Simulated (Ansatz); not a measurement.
# Al₃Ga (Pm-3m)

These are results of Ansatz, DFT r2SCAN, scalar-relativistic, plane waves, PAW, not measurements.

Cutoff 500 eV; k points 10×10×10 on the computed 4-atom cell (Γ-centred); Gaussian smearing, width 0.10 eV; no spin polarisation.

The structure is relaxed at this level of theory with its symmetry kept. Whether it is the stable form of this composition wasn't checked.

```cif
data_structure
_symmetry_space_group_name_H-M 'Pm-3m'
_symmetry_Int_Tables_number 221
_cell_length_a 4.0093
_cell_length_b 4.0093
_cell_length_c 4.0093
_cell_angle_alpha 90.000
_cell_angle_beta 90.000
_cell_angle_gamma 90.000
_cell_volume 64.45
loop_
_atom_site_label
_atom_site_type_symbol
_atom_site_symmetry_multiplicity
_atom_site_Wyckoff_symbol
_atom_site_fract_x
_atom_site_fract_y
_atom_site_fract_z
_atom_site_occupancy
Al1 Al 3 c 0.50000 0.50000 0.00000 1
Ga1 Ga 1 a 0.00000 0.00000 0.00000 1
```

| Property | Result |
| --- | --- |
| Space group | Pm-3m (No. 221) |
| Volume per atom | 16.11 Å³ |
| Formation energy from the elements' standard states (uncorrected) | +0.059 eV/atom |
| Generalised Kohn–Sham band gap | none (metal) |
| Density of states at the Fermi level | 1.56 states/eV per cell |
| Löwdin character within 0.5 eV of the Fermi level | Al 3p 46 %, Al 3s 27 %, Ga 4p 14 %, Ga 4s 8 %, unprojected 6 % |
| Bulk modulus | 83 GPa |
| Its pressure derivative | 5.4 |
| Bader charges (e) | Al (3 in the cell) 0.30, Ga (1 in the cell) -0.89 |